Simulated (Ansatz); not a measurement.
# C3H7O (charge -1), SMILES CCC[O-]: a ladder of methods at one geometry

Computed with the Python package of Ansatz (0.2.0).

At the Python prompt:
```pycon
>>> from pathlib import Path
>>> import ansatz as az
>>> import numpy as np
>>> params = {
...     "basis_set": "def2-SVP",
...     "charge": -1,
... }
>>> geometry_ang = [
...     ("C", [-1.277, -0.2078, -0.0394]),
...     ("C", [0.0235, 0.5918, -0.0187]),
...     ("C", [1.3015, -0.2859, 0.0339]),
...     ("O", [1.4567, -0.859, -1.1496]),
...     ("H", [-1.3349, -0.8832, 0.8201]),
...     ("H", [-2.1344, 0.4714, 0.0067]),
...     ("H", [-1.3712, -0.802, -0.9535]),
...     ("H", [0.0469, 1.2802, -0.8747]),
...     ("H", [0.0095, 1.2229, 0.88]),
...     ("H", [1.1848, -0.9282, 0.9213]),
...     ("H", [2.0945, 0.3999, 0.3739]),
... ]
>>> c3h7o = az.Crystal.molecule()
>>> for symbol, xyz in geometry_ang:
...     c3h7o = c3h7o.atom(symbol, xyz)
...
>>> model = c3h7o.calculation().basis(gaussian=params["basis_set"]).charge(params["charge"])
>>> print("functional    E (Ha)        dipole (D)   HOMO (eV)  LUMO (eV)")
functional    E (Ha)        dipole (D)   HOMO (eV)  LUMO (eV)
>>> for name in ["b3lyp", "cam_b3lyp", "lc_wpbe", "pbe0", "hse06"]:
...     r = model.functional(name).forces().orbitals().run(threads=1, runs_dir="runs").report
...     lines = Path(r["orbitals_path"]).read_text().splitlines()
...     field_of = lambda key: [line.split("=")[1].strip() for line in lines if line.startswith(key)]
...     orbitals = [(27.211386 * float(e), s, float(n)) for e, s, n in zip(field_of("Ene="), field_of("Spin="), field_of("Occup="))]
...     homo = max(e for e, _, n in orbitals if n > 0.5)
...     lumo = min(e for e, _, n in orbitals if n < 0.5)
...     dipole = 4.803205 * np.linalg.norm(r["charge_distribution"]["dipole_moment_e_ang"])
...     print(f"{name:10s} {r['free_energy_ev'] / 27.211386246:14.6f} {dipole:9.3f} {homo:11.3f} {lumo:10.3f}")
...
b3lyp         -193.569728     4.483       1.695      6.132
cam_b3lyp     -193.464763     4.712       0.144      7.325
lc_wpbe       -193.452221     4.949      -1.099      8.681
pbe0          -193.339368     4.623       1.446      6.471
hse06         -193.328621     4.607       1.841      6.095
```

What to keep in mind:
- Total energies depend on the basis set; only differences at equal settings carry meaning.
- The geometry is a force-field or estimated start, not a minimum of this method, and the basis set is short of its limit. A lower total doesn't mark the better method: functionals have no common bound, and MP2 and coupled cluster aren't variational.
- An ion's dipole depends on the origin; the program takes it about the centre of nuclear charge.
- b3lyp holds the VWN-RPA fit, as in Gaussian; the form of ORCA and Turbomole is b3lyp5.
- Levels such as HOMO and LUMO are orbital energies: with these approximate functionals they aren't the ionisation energy and electron affinity, and their gap isn't the fundamental gap.
- hse06 follows the composition of plane-wave codes, whose totals differ by tens of mHa, up to about 0.1 Ha, from the form usual in Gaussian-basis programs (wpbeh).
- Anions want diffuse functions, which this basis lacks.
- The whole script took 17 s on 1 thread of Arm Neoverse V2 (shared host), peak memory 0.25 GiB.
